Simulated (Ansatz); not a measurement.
# CH₂AlB (SMILES B#[C][AlH2]): single points off equilibrium

The task here is to estimate one member of a computed series from the others.

Method: single points in def2-TZVPP; program: Ansatz 0.2.0, Gaussian basis.

2 further runs of the same task are left out: 2 that didn't finish.

### Where the work starts

SMILES `B#[C][AlH2]`, 5 atoms, charge 0, spin multiplicity 1.

Atoms are counted from 1 here; the program's logs count them from 0.

Bond lengths: B1–C2 1.529 Å, C2–Al3 1.955 Å, Al3–H4 1.652 Å, Al3–H5 1.685 Å. Angles: B1–C2–Al3 149.8°, C2–Al3–H4 101.6°, C2–Al3–H5 128.4°, H4–Al3–H5 126.9°.

Geometry (Å):

```xyz
5
CH2AlB
B     0.47530   -1.25263    2.28860
C     0.01091   -0.90214    0.87503
Al   -0.13158    0.38931   -0.58596
H    -0.94430   -0.48593   -1.72658
H     0.77489    1.78698   -0.83803
```

The first run:

run/in.yaml reads:

```yaml
crystal:
  periodic: [false, false, false]
  atoms:
    - {symbol: B, position_ang: [0.475296, -1.252630, 2.288596]}
    - {symbol: C, position_ang: [0.010914, -0.902144, 0.875033]}
    - {symbol: Al, position_ang: [-0.131584, 0.389310, -0.585959]}
    - {symbol: H, position_ang: [-0.944300, -0.485926, -1.726582]}
    - {symbol: H, position_ang: [0.774889, 1.786979, -0.838026]}
basis:
  gaussian: {orbitals: def2-TZVPP}
hamiltonian: {xc: pbe, dispersion: d4}
output: {forces: true}
```

The run is started by

```sh
$ ansatz run in.yaml --threads 2 --pin off --events-out ev --progress --plain --max-ram 3481MiB
```

Steps of the session up to this table: PBE-D4/def2-TZVPP; r2SCAN-D4/def2-TZVPP; PBE0-D4/def2-TZVPP; wB97M-V/def2-TZVPP.

One table of the session follows, with a row left open; its other results are not shown here.

```
   method  RMS force component (eV/Å)  dipole (D)
   PBE-D4                           ?           ?
r2SCAN-D4                       1.212        1.05
  PBE0-D4                       1.190        1.06
  wB97M-V                       1.142        1.12
```

**Question.** Estimate the row for PBE-D4.

**Answer.** RMS force component (eV/Å): 1.164; dipole (D): 1.05. In the column «RMS force component (eV/Å)» it lies between wB97M-V (1.142) and PBE0-D4 (1.190).
